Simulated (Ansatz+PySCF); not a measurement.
Results of a calculation; reference values are marked as such.
A run of PySCF 2.14.0 on doublet CH4F at this shape:

```yaml
atoms:
  - { symbol: H, position_ang: [-0.0398, 0.0000, 0.0441] }
  - { symbol: F, position_ang: [-0.0493, 0.0000, 1.2826] }
  - { symbol: C, position_ang: [-0.0615, 0.0000, 2.9512] }
  - { symbol: H, position_ang: [0.9905, 0.0000, 3.1943] }
  - { symbol: H, position_ang: [-0.5901, 0.9124, 3.1835] }
  - { symbol: H, position_ang: [-0.5901, -0.9124, 3.1835] }
```

Its results:

```
Converged                       : yes
Reference energy                : -139.51698 hartree
Correlation energy              : -0.45097 hartree
Total energy                    : -139.96796 hartree
Spin squared of the determinant : 0.827
```

Q: Which input gives this output? Name the method, the orbitals and the basis set, and write the input.

A: UHF-MP2 in cc-pVTZ.

```python
from pyscf import gto, scf, mp

mol = gto.M(atom="""
H -0.039760 0.000000 0.044110
F -0.049320 0.000000 1.282550
C -0.061540 0.000000 2.951160
H 0.990500 0.000000 3.194280
H -0.590070 0.912360 3.183480
H -0.590070 -0.912360 3.183480
""", basis='cc-pvtz', charge=0, spin=1)
mf = scf.UHF(mol)
mf.kernel()
pt = mp.MP2(mf, frozen=2).run()
print(mf.e_tot, pt.e_corr, pt.e_tot)
```
